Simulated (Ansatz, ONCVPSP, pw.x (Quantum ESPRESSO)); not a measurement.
## ruthenium (bcc): variants of one ONCV potential in the solid

* Element: ruthenium (Ru)
* Generator: ONCVPSP 4.0.1.1 (patched build)
* Type: optimised norm-conserving Vanderbilt (ONCV)
* Functional: PBEsol
* Relativity: scalar-relativistic
* Frozen core: [Ar] 3d10
* Valence charge: 16
* Reference configuration: 4s2 4p6 4d7 5s1
* Partial waves: 4s+5s: rc 1.90 bohr, ncon 3, nbas 6, qcut 5.6 1/bohr, 2 projectors; 4p: rc 1.80 bohr, ncon 5, nbas 9, qcut 7.9 1/bohr, 2 projectors, debl 2.8 Ha; 4d: rc 1.95 bohr, ncon 5, nbas 9, qcut 9.1 1/bohr, 3 projectors, debl 2.4 Ha
* Local potential: polynomial inside 1.30 bohr (lpopt 5, dvloc0 4 Ha)
* Core correction: polynomial model core, fcfact 0.5

Crystal test: bcc Ru in pw.x 7.5, no spin, 15³ k-points, Fermi–Dirac smearing 0.01 Ry, cutoffs set for each file from its atomic test. The reference is all-electron LAPW (Ansatz 0.2.0) with the same functional, mesh and smearing; V0 and B0 come from Birch–Murnaghan fits to the pressures at five volumes. Errors are pseudo minus all-electron; Δ is the rms difference of the E(V) curves that follow from these fits, minima aligned, over ±6 % about the mean V0. Mesh and smearing are coarse, so the numbers serve the comparison and aren't converged zero-temperature values; the lattice is a test structure that the element need not adopt.

All-electron: a0 = 3.021 Å (V0 = 13.79 Å³/atom), B0 = 307.4 GPa.

Base: The free energy does not fall steadily as the cutoff rises, most likely since the density grid, which shrinks with it, is too coarse for the model core; the lower cutoffs are not converged.

```tsv
change	cutoffs (Ry)	pw.x	a0 (Å)	a0 error (%)	B0 error (%)	Δ (meV/atom)	mean pressure error (GPa)
base	70/280	converged	3.025	+0.15	-0.5	3.9	+1.27
local potential polynomial inside 1.60 bohr (lpopt 5, dvloc0 4 Ha)	70/280	converged	3.030	+0.30	-0.2	8.2	+2.73
core correction Teter function, fcfact 3, rcfact 1.6	70/280	converged	3.025	+0.14	-0.2	4.1	+1.37
core correction polynomial model core, fcfact 0.28	70/280	converged	3.026	+0.18	-1.0	5.0	+1.71
p: debl 5.15	70/280	converged	3.025	+0.13	-0.4	3.5	+1.12
```

(1) Give the row for: d: ncon 4, nbas 8.

## Answers

(1) pw.x: converged; mean pressure error (GPa): +0.84; a0 (Å): 3.024; a0 error (%): +0.10; B0 error (%): -0.2; Δ (meV/atom): 2.6.
